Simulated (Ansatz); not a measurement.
C$_{2}$H$_{2}$O, SMILES `C#CO`, relaxed with RKS PBE-D4/def2-SVP in Ansatz from a rough embedded geometry. The force threshold is 0.03 eV/Å; the program also tests the step.

Charge 0, multiplicity 1.

Start:

```xyz
5

C     0.317   -1.034    0.076
C    -0.085    0.005   -0.189
O    -0.577    1.169   -0.471
H     0.768   -1.960    0.314
H    -0.423    1.820    0.270
```

| step | energy (eV) | largest force (eV/Å) | largest move (Å) |
| --- | --- | --- | --- |
| 1 | -4142.6017 | 7.718 | 0.000 |
| 2 | -4142.9808 | 0.527 | 0.064 |
| 3 | -4142.9855 | 0.276 | 0.007 |
| 4 | -4142.9901 | 0.103 | 0.029 |
| 5 | -4142.9905 | 0.016 | 0.005 |

End:

```xyz
5

C     0.364   -1.062    0.086
C    -0.090    0.046   -0.158
O    -0.599    1.210   -0.481
H     0.766   -2.038    0.306
H    -0.442    1.844    0.247
```

It took 1.4 s on 4 threads of an Arm Neoverse V2 on a shared host, with 0.1 GiB of host memory at the peak.
